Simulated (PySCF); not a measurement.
## Si: ionisation energy

Si [Ne] 3s2 3p2 (3P) → Si⁺ [Ne] 3s2 3p1 (2P), as a difference of total energies. Computed with PySCF 2.14 in dyall-av3z, with scalar relativity by spin-free X2C-1e. Correlated levels: valence: [Ne] frozen; virtual orbitals above 40 to 60 times the deepest correlated orbital energy dropped. The calculations carry no spin-orbit coupling.

| method | ionisation energy (eV) |
| --- | --- |
| UHF | 7.627 |
| MP2 (valence) | 8.038 |
| SCS-MP2 (valence) | 7.950 |
| CCSD (valence) | 8.064 |
| CCSD(T) (valence) | 8.104 |

Errors of the correlated levels include the incompleteness of this basis and the frozen core.

Problem. Which method comes closest to the reference value, and which is furthest?

Solution. The reference is 8.157 eV (measured; NIST levels, between the centres of gravity of the two terms). Closest: CCSD(T) (valence) (error -0.053 eV); furthest: UHF (error -0.530 eV).
